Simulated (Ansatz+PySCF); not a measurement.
singlet N4 in separate pieces: levels of theory in one basis

```xyz
4

N     0.0000    0.0000   -0.5489
N     0.0000    0.0000    0.5489
N    30.3406   -0.4083   -0.1360
N    29.6594    0.4083    0.1360
```

Basis set: cc-pVDZ (spherical functions). Correlated methods keep 4 orbitals frozen. Charge 0, multiplicity 1.

Computed with Ansatz (development build ahead of 0.2.0); each method stands on the lowest determinant of its kind that the runs found. NEVPT2 correlates all electrons. Active spaces start from the frontier orbitals, and the lowest solution found is given.

| method | E − E(RHF) (eV) | <S²> of the determinant |
| --- | --- | --- |
| RHF | 0.00 | 0.00 |
| RHF-MP2 | -16.67 | – |
| RHF-CCSD | -16.83 | – |
| CASSCF(2,2) | -0.86 | – |
| SC-NEVPT2(2,2) | -16.82 | – |

Task: What does RHF-CCSD(T) give on the same scale?

Result: -17.48 eV.

Task: Is a single determinant a sound starting point here?

Result: By this sign, yes. Unrestricted orbitals gain 0.00 eV and <S²> is 0.00 against 0.00 for a pure state. The CASSCF(2,2) natural occupations are 1.94, 0.06.

Caution for CASSCF(2,2), SC-NEVPT2(2,2): other starts end on other solutions of this active space.
